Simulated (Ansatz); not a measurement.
**AlH₂⁺, triplet in aug-cc-pVTZ: errors against full CI**

Geometry: a PBE0/def2-TZVP stationary point for this spin, not checked as a minimum.

```xyz
3

Al    0.0000    0.0000   -0.1021
H     0.0000    0.8996    1.3665
H     0.0000   -0.8996    1.3665
```

Basis aug-cc-pVTZ; Ansatz 0.2.0. Correlated methods freeze the noble-gas cores, which leaves 4 electrons in 91 orbitals. Prefix R: restricted or restricted open-shell reference. Active spaces: valence = (4e, 6o) chosen from the atoms' valence shells.

Full CI is exact within this basis and frozen core; it isn't the basis-set limit.

- UHF ⟨S²⟩: 2.036
- T1 diagnostic (RCCSD): 0.0351
- largest doubles amplitude (RCCSD): 0.085
- T1 diagnostic (UCCSD): 0.0263

Q: From what is known of these methods and the diagnostics, rank them by the size of their error in total energy against full CI in aug-cc-pVTZ, smallest first (an estimate: the text doesn't fix the numbers).
A. RCCSD
B. RCCSDT(Q)
C. BCCD(T)
D. RMP2
E. CASSCF (valence space)

A: B (0.0 kJ/mol), C (1.4 kJ/mol), A (5.5 kJ/mol), D (44.6 kJ/mol), E (86.0 kJ/mol).

All errors are against full CI in aug-cc-pVTZ. Within each family the higher level lies nearer, as is usual though not guaranteed.

The full-CI state has the irrep B2 of C2v, in the program's axes.

Natural occupations of full CI about the gap: 1.925 0.997 0.984 0.027 0.021 0.015 0.009 0.004 0.004 0.003; effectively unpaired electrons, Σ n²(2−n)², 2.03.
